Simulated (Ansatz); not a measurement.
Compare A (`NC1=CC1`) with its isomer B (`CN1C=C1`).

Program: Ansatz. Geometries: PBE0-D4/def2-TZVP. ΔE: electronic, gas phase. CCSD(T)/CBS adds triple-zeta CCSD(T) − MP2 to the extrapolated MP2 energy (def2 sets, frozen cores). DFT in def2-TZVPP. Each species was taken in one conformer, which may not be the lowest.

A:

```xyz
9

N    -0.138   -0.300    1.542
C    -0.036    0.119    0.261
C    -0.020    1.038   -0.651
C    -0.004   -0.393   -1.127
H     0.056    0.373    2.265
H     0.183   -1.232    1.737
H    -0.055    2.068   -0.954
H     0.920   -0.832   -1.517
H    -0.906   -0.840   -1.556
```

B:

```xyz
9

C     0.3271    0.2075    1.1074
N    -0.2938   -0.6885    0.1337
C    -0.9166    0.0196   -1.0161
C     0.2166   -0.5094   -1.2522
H     0.6783    1.1499    0.6626
H     1.1760   -0.3025    1.5711
H    -0.3970    0.4364    1.8942
H    -1.8391    0.5189   -1.2497
H     1.0485   -0.8319   -1.8511
```

**Question.** Which isomer does CCSD(T)/CBS put lower? Give the gap. (An estimate is asked.)

**Answer.** The calculation gave: A, by 131.3 kJ/mol.

**Question.** Give E(B) − E(A) in kJ/mol with PBE-D4, ωB97M-V, BLYP-D4, LDA (SPW92), HF/def2-TZVPP, r2SCAN-D4, CCSD/def2-TZVPP. (An estimate is asked.)

**Answer.** The calculation gave: PBE-D4 145.3, ωB97M-V 141.6, BLYP-D4 135.3, LDA (SPW92) 159.8, HF/def2-TZVPP 149.1, r2SCAN-D4 148.6, CCSD/def2-TZVPP 134.8. None reverses the order clearly.

**Question.** Does the order hold for the free energy at 298.15 K (harmonic terms from PBE0-D4)? (Estimate.)

**Answer.** The calculation gave: Yes: G(B) − G(A) = +124.0 kJ/mol, for one conformer each.

Largest T1 diagnostic: 0.011.

Leaving LDA and LC-ωPBE aside and taking each functional with its dispersion term where it has one, the values, not all of them listed here, spread over 19.1 kJ/mol, from BLYP-D4 to r2SCAN0-D4. LDA lies +14.0 kJ/mol from PBE without D4. From r2SCAN to r2SCAN0 (25 % exact exchange), in def2-TZVPP and without D4, E(B) − E(A) moves by +5.9 kJ/mol.
